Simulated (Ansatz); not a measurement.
Ansatz (a quantum-chemistry and plane-wave program) input (B3LYP/6-31G*):

Ansatz 0.2 input:
```yaml
crystal:
  periodic: [false, false, false]
  atoms:
    - {symbol: C, position_ang: [-0.01776186, -0.69402886, 0.00193672]}
    - {symbol: C, position_ang: [-0.00372709, 0.79547517, -0.00231978]}
    - {symbol: H, position_ang: [1.00207963, -1.11987734, 0.00740319]}
    - {symbol: H, position_ang: [-0.52457937, -1.09434007, 0.88865249]}
    - {symbol: H, position_ang: [-0.51721105, -1.09948264, -0.88662145]}
    - {symbol: H, position_ang: [0.08047285, 1.35519771, 0.92388072]}
    - {symbol: H, position_ang: [0.08817164, 1.34982449, -0.93101660]}
basis:
  gaussian:
    orbitals: 6-31G*
hamiltonian:
  xc: {name: B3LYP}
magnetization: {spin_polarized: true, initial_magnetization: 1}
phonons: {temperatures: {t_min: 298.15, t_max: 298.15, t_step: 100}}
```

**Question.** Which harmonic wavenumbers does it give?

**Answer.** 125, 458, 818, 995, 1074, 1207, 1430, 1492, 1511, 1515, 2965, 3058, 3102, 3168, 3264 cm⁻¹ (unscaled; negative means imaginary).
